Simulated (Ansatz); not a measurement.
Reaction (hydrogenolysis of a C–C bond): `CCC(O)S` + H₂ → `CC(O)S` + CH₄

Gas-phase electronic energies from Ansatz, PBE0-D4/def2-TZVP geometries. CCSD(T)/CBS adds triple-zeta CCSD(T) − MP2 to the extrapolated MP2 energy (def2 sets, frozen cores). This one scheme is used for every species. Each species was taken in one conformer, which may not be the lowest.

`CCC(O)S`:

```xyz
13

C    -0.574   -0.429    1.590
C    -0.800   -0.262    0.097
C     0.406    0.329   -0.606
O     1.501   -0.512   -0.367
S     0.018    0.508   -2.386
H    -1.460   -0.853    2.067
H    -0.367    0.533    2.066
H     0.270   -1.090    1.786
H    -1.023   -1.231   -0.362
H    -1.657    0.389   -0.092
H     0.599    1.341   -0.228
H     2.225   -0.247   -0.940
H     0.862    1.524   -2.625
```

H₂:

Z-matrix (Å, degrees):
```
H
H 1 0.746
```

`CC(O)S`:

Cartesian coordinates in Å:
```
C -0.399 0.746 0.537
C -0.160 -0.537 -0.231
O 0.929 -1.265 0.290
S 0.121 -0.260 -1.992
H -1.247 1.295 0.126
H -0.613 0.525 1.589
H 0.487 1.382 0.495
H -1.073 -1.150 -0.223
H 0.810 -1.333 1.243
H 1.144 0.597 -1.835
```

CH₄:

Z-matrix (Å, degrees):
```
C
H 1 1.090
H 1 1.090 2 109.5
H 1 1.090 2 109.5 3 -120.0
H 1 1.090 2 109.5 3 120.0
```

```
  species  MP2/def2-TZVPP energy (Eh)
`CCC(O)S`                  -591.68630
       H₂                    -1.16460
 `CC(O)S`                  -552.46034
      CH₄                   -40.41206
```

Question: Work out ΔE.

Answer: ΔE = (-552.46034) + (-40.41206) − (-591.68630) − (-1.16460) = -0.02150 Eh = -56.4 kJ/mol. CCSD(T)/CBS gives -58.6 kJ/mol.

Largest T1 diagnostic among the species: 0.010.

The D4 term adds +8.5 kJ/mol with B3LYP and +4.8 kJ/mol with PBE0; it sums over pairs of atoms, weighted by their polarisabilities, and B3LYP, whose exchange is more repulsive, gets the larger term. In def2-TZVPP, CCSD(T) changes the Hartree–Fock value by +19.5 kJ/mol (the triples alone add +4.0 kJ/mol) and MP2 by +23.1 kJ/mol.

B3LYP here is the variant with VWN-RPA as its local correlation; programs differ in this.
